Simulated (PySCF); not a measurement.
Potential energy surface of O3, singlet: symmetric bend, bond length relaxed. Scanned: O-O-O angle. Other coordinates (O-O bond length) were minimised at PBE0/def2-TZVP. Each profile is relative to its own lowest point.

| a / ° | A | B | C |
|---|---|---|---|
| 180 | 0.0 | 0.0 | 0.0 |
| 170 | 0.6 | 0.4 | 0.5 |
| 160 | 2.9 | 1.8 | 2.8 |
| 150 | 8.3 | 5.9 | 8.0 |
| 140 | 17.8 | 15.0 | 16.0 |
| 130 | 31.4 | 30.4 | 25.1 |
| 120 | 48.5 | 53.1 | 27.9 |
| 110 | 67.5 | 85.0 | — |

Energies in mEh.

Task: Which curve belongs to which method? The methods are PySCF with CCSD on RHF/cc-pVTZ, 3 core orbitals frozen; CCSD(T) on RHF/cc-pVTZ, 3 core orbitals frozen in PySCF; RHF/cc-pVTZ (PySCF).

Result: A is CCSD; B is RHF; C is CCSD(T).

A dash means that the run gave no value there, or that the column was ended at a point which the program doubted or which failed a test of continuity chosen for this set; such a test can also cut sound points.
